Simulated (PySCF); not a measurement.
# Frontier levels across methods

C3HF3.
Geometry (PBE0-D3(BJ)/def2-SVP, Å), atoms numbered from 1 in this order:
```
atom  x, y, z in Å
C1     1.6287    0.5679   -0.2285
C2     0.5164    0.1654    0.0104
C3    -0.8381   -0.3221    0.3017
F4    -1.0688   -1.4844   -0.3060
F5    -1.7566    0.5466   -0.1154
F6    -1.0100   -0.5026    1.6096
H7     2.6202    0.9271   -0.4408
```

Basis pcSseg-2 throughout (PySCF), one geometry. Isolated species at its PBE0-D3(BJ)/def2-SVP geometry, gas phase.

**Question.** How do the orbital energies, the gap and the dipole change with the method?

**Answer.** 
```
  method           kind  HOMO (eV)  LUMO (eV)  gap (eV)  μ (D)  SCF cycles
    BLYP            GGA      -7.79      -1.28      6.51   2.18          15
   B97-D            GGA      -7.88      -1.29      6.59   2.16          15
    OPBE            GGA      -7.90      -1.26      6.64   2.05          16
     KT2            GGA      -7.94      -1.39      6.54   2.20          16
     PBE            GGA      -7.94      -1.40      6.54   2.14          16
     KT3            GGA      -7.95      -1.36      6.58   2.17          16
    BP86            GGA      -8.02      -1.47      6.55   2.14          15
     LDA            LDA      -8.17      -1.68      6.49   2.24          15
   B3LYP  global hybrid      -9.02      -0.63      8.39   2.32          14
    PBE0  global hybrid      -9.27      -0.36      8.91   2.30          14
mPW1PW91  global hybrid      -9.29      -0.37      8.92   2.31          14
      HF   Hartree–Fock     -12.16       2.56     14.73   2.58          10
```

The HOMO spans 4.37 eV, from BLYP down to HF, and the gap runs from 6.49 eV (LDA) to 14.73 eV (HF). Over the methods BLYP (0 %), B97-D (0 %), OPBE (0 %), KT2 (0 %), PBE (0 %), KT3 (0 %), BP86 (0 %), LDA (0 %), B3LYP (20 %), PBE0 (25 %), mPW1PW91 (25 %), HF (100 %), a straight line through the gap against the share of exact exchange rises by 0.83 eV for each 10 % (correlation coefficient 0.999). The dipole ranges from 2.05 D (OPBE) to 2.58 D (HF). This basis has no diffuse functions.

The vertical ΔSCF ionisation energy at wB97X-D/def2-SVPD is 11.97 eV; −ε(HOMO) comes closest to it with HF (12.16 eV).
